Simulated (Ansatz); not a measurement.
ZnSn₃: computed properties

All numbers below come from Ansatz, DFT r2SCAN, scalar-relativistic, plane waves, PAW.

Settings: cutoff 500 eV, Γ-centred mesh 14×14×14 on the computed 4-atom cell, Gaussian smearing of 0.10 eV; no spin polarisation.

The structure is relaxed at this level of theory with its symmetry kept. Whether it is the stable form of this composition wasn't checked.

Space group I4/mmm (No. 139). a = 4.359 Å, b = 4.359 Å, c = 10.401 Å, α = 90.00°, β = 90.00°, γ = 90.00°
| atom | site | symmetry | x | y | z |
| --- | --- | --- | --- | --- | --- |
| Zn | 2a | 4/mmm | 0.0000 | 0.0000 | 0.0000 |
| Sn | 4d | -4m2 | 0.0000 | 0.5000 | 0.2500 |
| Sn | 2b | 4/mmm | 0.5000 | 0.5000 | 0.0000 |

```
Space group                                                       : I4/mmm (No. 139)
Volume per atom                                                   : 166.7 bohr³
Formation energy from the elements' standard states (uncorrected) : +0.287 eV/atom
Generalised Kohn–Sham band gap                                    : none (metal)
Density of states at the Fermi level                              : 1.82 states/eV per cell
Löwdin character within 0.5 eV of the Fermi level                 : Sn 5p 69 %, Sn 5s 13 %, Zn 4s 10 %, unprojected 7 %
Bader charges (e)                                                 : Zn (1 in the cell) 0.02, Sn (2 in the cell) 0.00, Sn (1 in the cell) -0.01
```